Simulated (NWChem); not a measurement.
System: CH3, doublet; SMILES [CH3]

All runs: NWChem. Spin-unrestricted. In the optimisation the excess spin sits in a2" (D3h, its own frame). Coordinates come from a PBE0/def2-SVP, spin-unrestricted optimisation. No stability test was run on the SCF state.

For level LRC-wPBEh/def2-SVP:

```yaml
highest occupied level (eV): -8.67
lowest empty minus highest occupied level, either spin (eV): 9.35
```

Q: Estimate the same quantities for level PBE/def2-SVP.

A: 
| Item | Value |
|---|---|
| highest occupied level (eV) | -5.21 |
| lowest empty minus highest occupied level, either spin (eV) | 2.69 |
